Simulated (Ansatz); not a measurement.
# C3H2OS: up Jacob's ladder to CCSD(T)

An exercise on one series of results from a longer session: the logs are not shown, and one member is left open.

The runs use Ansatz 0.2.0, Gaussian basis; functionals in def2-TZVPP, the program's frozen cores in correlated methods.

Plan: LDA (SPW92), PBE-D4, revPBE-D4, BLYP-D4, r2SCAN-D4, B97M-V, PBE0-D4, B3LYP-D4, r2SCANh-D4, r2SCAN0-D4, HSE06-D4, BHLYP-D4, CAM-B3LYP-D4, LC-ωPBE, ωB97X-V, ωB97M-V, B2PLYP, PBE-QIDH; CCSD(T)/def2-SVP; CCSD(T)/def2-TZVPP; MP2/def2-QZVPP; extrapolation to the limit; RPA on PBE.

## The relaxed structure

All runs share one geometry, relaxed beforehand with PBE0-D4 in a triple-zeta def2 set.

SMILES `C#CSC=O`, 7 atoms, charge 0, spin multiplicity 1.

Atoms are counted from 1 here; the program's logs count them from 0.

Bond lengths: C1–C2 1.203 Å, C1–H6 1.065 Å, C2–S3 1.671 Å, S3–C4 1.790 Å, C4–O5 1.188 Å, C4–H7 1.106 Å. Angles: C2–C1–H6 179.6°, C1–C2–S3 177.9°, C2–S3–C4 101.6°, S3–C4–O5 126.7°, S3–C4–H7 108.6°, O5–C4–H7 124.7°.

The first run:

Input file in.yaml:

```yaml
crystal:
  periodic: [false, false, false]
  atoms:
    - {symbol: C, position_ang: [-1.816902, -0.653707, 0.744562]}
    - {symbol: C, position_ang: [-0.704270, -0.201591, 0.807591]}
    - {symbol: S, position_ang: [0.835444, 0.430888, 0.954956]}
    - {symbol: C, position_ang: [1.380389, 0.453596, -0.749948]}
    - {symbol: O, position_ang: [0.759951, 0.097027, -1.697843]}
    - {symbol: H, position_ang: [-2.801185, -1.054536, 0.681047]}
    - {symbol: H, position_ang: [2.407774, 0.860224, -0.786065]}
basis:
  gaussian: {orbitals: def2-TZVPP}
hamiltonian: {xc: lda}
output: {orbitals: {seedname: orbitals}}
```

Launch:

```
> ansatz run in.yaml --threads 2 --pin off --events-out ev --progress --plain --max-ram 4352MiB
```

Among the steps run: LDA; PBE-D4 (GGA); revPBE-D4 (GGA); BLYP-D4 (GGA); r2SCAN-D4 (meta-GGA); B97M-V (meta-GGA); PBE0-D4 (hybrid); B3LYP-D4 (hybrid); r2SCANh-D4 (hybrid); r2SCAN0-D4 (hybrid); HSE06-D4 (hybrid); BHLYP-D4 (hybrid); CAM-B3LYP-D4 (range-separated); LC-ωPBE (range-separated); ωB97X-V (range-separated); ωB97M-V (range-separated); B2PLYP (double hybrid); PBE-QIDH (double hybrid).

One of the session's tables, all rows but one given; the rest of the session is left out.

It belongs to the step «Orbital energies across the functionals». 

| functional | HOMO (eV) | gap (eV) |
| --- | --- | --- |
| LDA (SPW92) | -6.53 | 3.86 |
| PBE-D4 | -6.34 | 3.93 |
| revPBE-D4 | -6.28 | 3.96 |
| BLYP-D4 | -6.18 | 3.92 |
| r2SCAN-D4 | ? | ? |
| B97M-V | -6.56 | 4.47 |
| PBE0-D4 | -7.43 | 6.06 |
| B3LYP-D4 | -7.21 | 5.61 |
| r2SCANh-D4 | -6.96 | 5.11 |
| r2SCAN0-D4 | -7.58 | 6.31 |
| HSE06-D4 | -7.04 | 5.28 |
| BHLYP-D4 | -8.39 | 8.22 |
| CAM-B3LYP-D4 | -8.68 | 8.49 |
| LC-ωPBE | -9.99 | 10.99 |
| ωB97X-V | -9.63 | 10.58 |
| ωB97M-V | -9.48 | 10.37 |

**Question.** Estimate the row for r2SCAN-D4.

Worked estimate for «HOMO (eV)». Against the share of exact exchange, r2SCANh-D4 (0.1, -6.96), r2SCAN0-D4 (0.25, -7.58) give a slope of -4.13 per unit share; at 0 the line stands at -6.55.

The run gave: HOMO (eV): -6.55; gap (eV): 4.32. In «HOMO (eV)» the line misses by 0.00.
